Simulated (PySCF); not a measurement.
**How methods differ on the ionisation energy of B**

B [He] 2s2 2p1 (2P) → B⁺ [He] 2s2 (1S), as a difference of total energies. All numbers are calculated (PySCF 2.14, no relativity, point nucleus, in aug-cc-pVDZ (4s3p2d, 23 functions)). Correlated levels: valence: 1s2 frozen. The calculations carry no spin-orbit coupling.

| method | ionisation energy (eV) |
| --- | --- |
| UHF | 8.043 |
| PBE | 8.693 |
| M06-2X | 8.349 |
| MP2 (valence) | 8.163 |
| CCSD (valence) | 8.068 |

**Question.** Estimate what CCSD(T) (valence) gives.

**Answer.** 8.093 eV, closest to CCSD (valence) among the rows shown.

**Question.** Estimate what SCS-MP2 (valence) gives.

**Answer.** 8.127 eV, closest to MP2 (valence) among the rows shown.

Errors of the correlated levels include the incompleteness of this basis and the frozen core.

The coupled-cluster amplitudes are large for B⁺ (T1 above 0.03 or a double amplitude above 0.15), so a single reference is strained.

For comparison: 8.297 eV (measured; NIST levels, between the centres of gravity of the two terms).
